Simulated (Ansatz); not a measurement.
# Structure relaxation of Cd3I

Theory: DFT PBE, scalar-relativistic, plane waves, PAW in Ansatz. Cutoff 420 eV, Γ-centred k mesh, Gaussian smearing, no spin polarisation in the final step.

The start puts Cd3I on the Cu3Au (L1_2) structure type (Pm-3m, No. 221), with I in place of Au, Cd in place of Cu, at a guessed volume.

```yaml
crystal:
  lattice:
    - [4.81300, 0.00000, 0.00000]
    - [0.00000, 4.81300, 0.00000]
    - [0.00000, 0.00000, 4.81300]
  atoms:
    - { symbol: Cd, position: [0.00000, 0.50000, 0.50000] }
    - { symbol: Cd, position: [0.50000, 0.00000, 0.50000] }
    - { symbol: Cd, position: [0.50000, 0.50000, 0.00000] }
    - { symbol: I, position: [0.00000, 0.00000, 0.00000] }
```

Cell and atoms relax at zero pressure; the relaxation can't lower the symmetry of the start.

Energies over the elements count from the elements' standard structures at the same level, with no empirical corrections.

(1) Describe the relaxed structure.

(2) What are its volume, energy, density and gap?

Answers

(1) It keeps Pm-3m (No. 221). The result has the Cu3Au (L1_2) structure. Conventional cell: a = 4.936 Å. Around Cd lie 4 I at 3.49 Å and 8 Cd at 3.49 Å; I has 12 Cd at 3.49 Å.

Space group Pm-3m (No. 221). a = 4.936 Å, b = 4.936 Å, c = 4.936 Å, α = 90.00°, β = 90.00°, γ = 90.00°
| atom | site | symmetry | x | y | z |
| --- | --- | --- | --- | --- | --- |
| Cd | 3c | 4/mm.m | 0.0000 | 0.5000 | 0.5000 |
| I | 1a | m-3m | 0.0000 | 0.0000 | 0.0000 |

(2) The volume per atom is 30.06 Å³. The density is 6.41 g/cm³ and the energy over the elements is 0.12 eV/atom. The gap on the 10×10×10 mesh is 0 eV (a metal).

The final run used a 10×10×10 mesh on its 4-atom cell and 0.10 eV smearing. For metals, differences of a few meV/atom aren't resolved. Spin–orbit coupling is left out. Symmetry constrained the relaxation, so the result can be a saddle point.

Cost: 3 runs of about 1.7 core-minutes in all, on Intel Xeon Platinum 8488C (Sapphire Rapids) (shared hosts).